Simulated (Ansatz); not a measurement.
# AlH₄NSi (SMILES N=[SiH][AlH2]): single points off equilibrium

An exercise on one series of results from a longer session: the logs are not shown, and one member is left open.

The runs use Ansatz 0.2.0, Gaussian basis; single points in def2-TZVPP.

Cores are frozen in the correlated methods.

## The system as given

7 atoms, charge 0, spin multiplicity 1.

Atoms are counted from 1 here; the program's logs count them from 0.

Bond lengths: N1–Si2 1.608 Å, N1–H4 1.008 Å, Si2–Al3 2.433 Å, Si2–H5 1.496 Å, Al3–H6 1.580 Å, Al3–H7 1.597 Å. Angles: Si2–N1–H4 125.6°, N1–Si2–Al3 150.5°, N1–Si2–H5 108.3°, Al3–Si2–H5 101.1°, Si2–Al3–H6 132.4°, Si2–Al3–H7 117.4°, H6–Al3–H7 110.2°.

Geometry (Å):

```xyz
7

N    -1.7729   -0.7157   -1.3370
Si   -0.6713    0.1079   -0.5044
Al    1.2696    0.1641    0.9617
H    -1.8171   -1.7198   -1.4175
H    -0.9515    1.5680   -0.6688
H     2.1712   -0.9756    1.5808
H     1.8271    1.5991    1.3871
```

Set-up of the first run:

run/in.yaml

```yaml
crystal:
  periodic: [false, false, false]
  atoms:
    - {symbol: N, position_ang: [-1.772900, -0.715700, -1.337000]}
    - {symbol: Si, position_ang: [-0.671300, 0.107900, -0.504400]}
    - {symbol: Al, position_ang: [1.269600, 0.164100, 0.961700]}
    - {symbol: H, position_ang: [-1.817100, -1.719800, -1.417500]}
    - {symbol: H, position_ang: [-0.951500, 1.568000, -0.668800]}
    - {symbol: H, position_ang: [2.171200, -0.975600, 1.580800]}
    - {symbol: H, position_ang: [1.827100, 1.599100, 1.387100]}
basis:
  gaussian: {orbitals: def2-TZVPP}
correlation: {method: ccsd_t}
output: {forces: true}
```

The command line of these runs was not kept.

Among the steps run: CCSD(T)/def2-TZVPP; PBE0-D4/def2-TZVPP; wB97M-V/def2-TZVPP; r2SCAN-D4/def2-TZVPP; PBE-D4/def2-TZVPP; BHLYP-D4/def2-TZVPP; wB97X-V/def2-TZVPP.

One of the session's tables, all rows but one given; the rest of the session is left out.

| method | RMS force component (eV/Å) | angle to CCSD(T) forces (°) | dipole (D) |
| --- | --- | --- | --- |
| CCSD(T) | 0.370 | reference | 2.11 |
| PBE0-D4 | 0.323 | 37.5 | 2.23 |
| wB97M-V | 0.375 | 43.6 | 2.49 |
| r2SCAN-D4 | 0.313 | 21.2 | 2.01 |
| PBE-D4 | ? | ? | ? |
| BHLYP-D4 | 0.491 | 56.6 | 2.59 |
| wB97X-V | 0.385 | 47.9 | 2.52 |

Q: Estimate the row for PBE-D4 from the others.

As computed: RMS force component (eV/Å): 0.322; angle to CCSD(T) forces (°): 24.6; dipole (D): 1.88. In the column «RMS force component (eV/Å)» it lies between r2SCAN-D4 (0.313) and PBE0-D4 (0.323).
